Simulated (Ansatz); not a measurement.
Reaction (SMILES): C=[C]F → C=[C-]F (an electron is taken up)
B3LYP-D3(BJ)/def2-TZVP geometries, fixed; electronic energies without zero-point terms; positive where energy is released.
Largest species:
```
C
C 1 1.3099
F 2 1.3111 1 130.21
H 1 1.0791 2 120.12 3 180.00
H 1 1.0866 4 119.16 2 -180.00
```
Charge 0, spin multiplicity 2.

Effect of a fitting basis named in the input at PBE0/cc-pVTZ with Ansatz (an electronic-structure program), against the last row, where the adiabatic electron affinity is 0.94 eV. Open shells are unrestricted. The default fits or decomposes integrals by the program's own choice; accuracy: high also tightens integrals, grids and stops.

| setting | largest shift of a total energy (mEh) | shift of the adiabatic electron affinity (eV) |
|---|---|---|
| fitting: def2-SV(P)-JKFIT | -0.034 | 0.000 |
| fitting: def2-universal-JKFIT | -0.034 | 0.000 |
| fitting: cc-pVTZ-JKFIT | -0.018 | 0.000 |
| fitting: cc-pVQZ-JKFIT | -0.013 | 0.000 |
| fitting: cc-pV5Z-JKFIT | -0.013 | 0.000 |
| accuracy: high | -0.006 | 0.000 |
| accuracy: medium (default) | 0.000 | 0.000 |

Within 0.002 eV in the adiabatic electron affinity: fitting: def2-SV(P)-JKFIT; fitting: def2-universal-JKFIT; fitting: cc-pVTZ-JKFIT; fitting: cc-pVQZ-JKFIT; fitting: cc-pV5Z-JKFIT; accuracy: high. The largest shift is 0.034 mEh in a total energy and 0.000 eV in the difference.
